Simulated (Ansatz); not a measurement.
**Basis-set limit of SiH4, singlet**

| atom | x (Å) | y (Å) | z (Å) |
| --- | --- | --- | --- |
| H | -2.4303 | 0.0549 | 0.0000 |
| H | -1.3543 | 0.0549 | 0.0000 |
| Si | 0.0857 | 0.0549 | 0.0000 |
| H | 0.6979 | -0.8194 | 1.0900 |
| H | 0.6979 | -0.8194 | -1.0900 |

Ansatz 0.2.0, RHF determinant, valence electrons correlated. Energies in eV.

| set | X | functions | Hartree–Fock | MP2 correlation | CCSD(T) correlation | time |
| --- | --- | --- | --- | --- | --- | --- |
| def2-TZVPP | 3 | 98 | -7920.2924 | -4.5000 | -5.8181 | 1.4 s on 1 × NVIDIA H100 80GB HBM3 with 1 thread of AMD EPYC 7R13 Processor (Zen 3), on a shared host |
| def2-QZVPP | 4 | 190 | -7920.5474 | -4.7612 | -6.0177 | 2.2 s on 1 × NVIDIA H100 80GB HBM3 with 1 thread of AMD EPYC 7R13 Processor (Zen 3), on a shared host |

Hartree–Fock is taken to follow E(X) = E∞ + A·exp(−7.88·√X), correlation E(X) = E∞ + B·X^−2.97.

Cautions: higher spins were not checked; strong correlation; restricted determinant unstable towards unrestricted.

Work out the CCSD(T) energy at the limit, and how far the shortcut misses it that extrapolates MP2 and adds CCSD(T) minus MP2 from the smaller set.

Hartree–Fock: E∞ = E4 + 0.1377·(E4 − E3) = -7920.5825. Correlation: E∞ = E4 + 0.7407·(E4 − E3) = -6.1656 for CCSD(T) and -4.9547 for MP2. The limit is -7926.7481 eV, 0.183 eV below def2-QZVPP. The shortcut gives a correlation energy of -4.9547 + (-1.3181) = -6.2728, 107 meV lower than the direct value.

Past Ne part of the Hartree–Fock step between the two sets comes from the cores, which don't follow the formula, so the 35 meV that it adds to the total can overshoot; that part largely cancels in differences.
